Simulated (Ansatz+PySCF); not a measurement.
Values are calculated unless marked as measured or tabulated.
Several solutions for singlet H2O

```xyz
3

O     0.0000    0.0000   -0.1197
H     0.0000    1.1313    0.7778
H     0.0000   -0.7542    0.4787
```

Basis set: cc-pVDZ (spherical functions). Charge 0, multiplicity 1.

UHF was run from several starts with Ansatz (development build ahead of 0.2.0) and PySCF 2.14.0.

| run | program | start | converged | energy (hartree) | <S²> |
| --- | --- | --- | --- | --- | --- |
| A | PySCF | guess 1e, instabilities followed | yes | -75.92524 | 0.34 |
| B | PySCF | guess minao, instabilities followed | yes | -75.92524 | 0.34 |
| C | PySCF | guess atom, instabilities followed | yes | -75.92524 | 0.34 |
| D | Ansatz | atomic start, no search | yes | -75.91952 | 0.00 |
| E | PySCF | guess huckel, instabilities followed | yes | -75.92524 | 0.34 |
| F | PySCF | program defaults | yes | -75.91952 | 0.00 |
| G | Ansatz | stability test followed | yes | -75.92524 | 0.34 |
| H | Ansatz | search for the lowest state | yes | -75.92524 | 0.34 |

Question: Which runs reached the lowest solution of this kind, and what is wrong with the others?

Answer: A, B, C, E, G, H reached the lowest solution found. Converged but too high: D by 0.16 eV, F by 0.16 eV. Convergence only shows a stationary point, and even a stable one can lie too high; stability tests and further starts are what find lower ones. Caution: the unrestricted determinant is spin contaminated.
